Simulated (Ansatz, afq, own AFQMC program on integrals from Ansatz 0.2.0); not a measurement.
Two steps: Ansatz 0.2.0 writes the Fock matrix and Cholesky factors of the valence space, and afq projects on them the lowest state that overlaps trial and start.

```yaml
crystal:
  periodic: [false, false, false]
  atoms:
    - {symbol: N, position_ang: [0.000000, 0.000000, 0.000000]}
    - {symbol: N, position_ang: [0.000000, 0.000000, 1.089486]}
basis:
  gaussian: {orbitals: 6-31G}
magnetization: {spin_polarized: false}
correlation: {method: ccsd_t, electrons: outside_noble_gas, hamiltonian_folder: ham}
```

```sh
$ ansatz run in.yaml --threads 1 --pin off --events-out ev --progress --plain --max-ram 1843MiB
```

Options of the walk:

```
--method phaseless --trial cisd --walkers 200 --populations 1 --least-time 40 --time-step 0.005 --steps-per-block 50 --equilibration-blocks 28 --max-blocks 300 --target-error 0.00038 --factor-cut 1e-05 --seed 4617 --release-times 0.24,0.51,0.99,1.62,2.4 --release-step 0.03 --release-every 4 --taylor-order 6
```

Times are imaginary, in 1/Eh. The walk had a cap of 278 s.

```
orbitals 16  electrons 5 5  factors 95 of 268
reference energy -108.86800074 Eh
CCSD correlation -0.22395152 Eh in 10 cycles, weight of the determinant in the CISD state 0.9102
energy of the start -109.091952 Eh
 block  time / (1/Eh)  mean weight  energy / Eh
     1     0.250  1.0003  -109.089386
     2     0.500  1.0001  -109.095177
     3     0.750  0.9996  -109.096742
     4     1.000  0.9998  -109.097270
     5     1.250  0.9989  -109.099069
     9     2.250  1.0000  -109.102029
    33     8.250  1.0001  -109.103936
    65    16.250  1.0004  -109.100440
    81    20.250  1.0000  -109.095029
    89    22.250  1.0011  -109.122983
    97    24.250  1.0008  -109.110285
   129    32.250  1.0002  -109.095758
   161    40.250  1.0007  -109.097628
   193    48.250  1.0008  -109.102056
   225    56.250  0.9989  -109.100863
   257    64.250  1.0007  -109.108651
   289    72.250  0.9993  -109.100006
   321    80.250  0.9985  -109.098507
blocks merged  error / Eh  count
     1  0.000270  300
     2  0.000312  150
     4  0.000367  75
     8  0.000396  37
    16  0.000452  18
    32  0.000533  9
released: time / (1/Eh)  energy / Eh  error  mean overlap
  0.24  -109.099670  0.000368  1.0032
  0.51  -109.100257  0.000322  1.0001
  0.99  -109.100305  0.000300  1.0023
  1.62  -109.100603  0.000306  1.0047
  2.40  -109.100748  0.000359  1.0073
energy -109.100118 +/- 0.000452 Eh
(rows thinned)
```

Question: Estimate how long the walk took on 1 thread of Arm Neoverse V2, with other jobs on the host.

Answer: 100 s of wall time.

The run passed its tests (sampling time, drift between the halves within three errors, error under three times the target), which doesn't prove that it has relaxed.

Against this walk (error 12.3 meV) on the same determinant: CCSD(T) 22.1 meV higher (within the noise), CCSDT(Q) 28.3 meV lower, CCSDTQ 21.1 meV lower (within the noise), full CI 26.4 meV lower. The error is statistical and leaves out the bias of the constraint. Released to 2.40 1/Eh the energy moves by -17 ± 16 meV (both errors), within twice the noise.

Cautions: constraint bias not in the error; error above the target (12.3 against 10.3 meV).

CCSDT and higher add their correlation energy to the determinant of the CCSD(T) run, since their own runs factorise the integrals more tightly (a shift of under 2 meV). A walk keeps the symmetry of its determinant, which the program's search chose and which needn't be the lowest solution, so a lower state of the same spin and another symmetry isn't excluded.
